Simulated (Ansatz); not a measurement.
Total energies of `[CH3][Al+][CH3]`.

| atom | x (Å) | y (Å) | z (Å) |
| --- | --- | --- | --- |
| C1 | -1.160 | 1.255 | 0.838 |
| Al2 | 0.001 | 0.001 | 0.000 |
| C3 | 1.161 | -1.255 | -0.838 |
| H4 | -0.975 | 1.283 | 1.916 |
| H5 | -2.205 | 0.976 | 0.670 |
| H6 | -0.996 | 2.257 | 0.430 |
| H7 | 0.937 | -2.268 | -0.490 |
| H8 | 2.204 | -1.026 | -0.601 |
| H9 | 1.034 | -1.223 | -1.924 |

Charge 1, multiplicity 1. Geometry: relaxed with PBE0-D4/def2-TZVP. Basis def2-TZVPP, the Gaussian-basis code of Ansatz.

RPA on PBE orbitals: Hartree–Fock energy of these orbitals -320.91484 Eh, correlation -0.72966 Eh (frozen core).

```
             functional  energy without D4 (Eh)  D4 term (kJ/mol)
                    PBE              -321.77349             -10.1
                 revPBE              -321.95494             -31.6
                 r2SCAN              -321.94733              -2.4
                 B97M-V              -321.97308                 –
                   PBE0              -321.81175              -8.4
                  B3LYP              -322.05896             -16.4
                r2SCAN0              -321.93604              -2.8
HSE06 (plane-wave form)              -321.80059              -7.9
                  BHLYP              -321.97874             -13.0
              CAM-B3LYP              -321.98119              -8.6
                LC-ωPBE              -321.89199                 –
                ωB97X-V              -321.96247                 –
                ωB97M-V              -321.95836                 –
               PBE-QIDH              -321.70986                 –
```

Give the same for LDA (SPW92), BLYP, r2SCANh, B2PLYP. (Best estimate.)

Ansatz gave: 
| functional | energy without D4 (Eh) | D4 term (kJ/mol) |
| --- | --- | --- |
| LDA (SPW92) | -320.19631 | – |
| BLYP | -321.98715 | -22.5 |
| r2SCANh | -321.94257 | -2.5 |
| B2PLYP | -321.83231 | – |

B3LYP takes the VWN-RPA correlation (the form of Gaussian; ORCA's B3LYP/G). HSE06 is the plane-wave form, built on full-range PBE exchange. The double hybrids freeze the cores in their second-order part.

LC-ωPBE has ω = 0.4 bohr⁻¹.
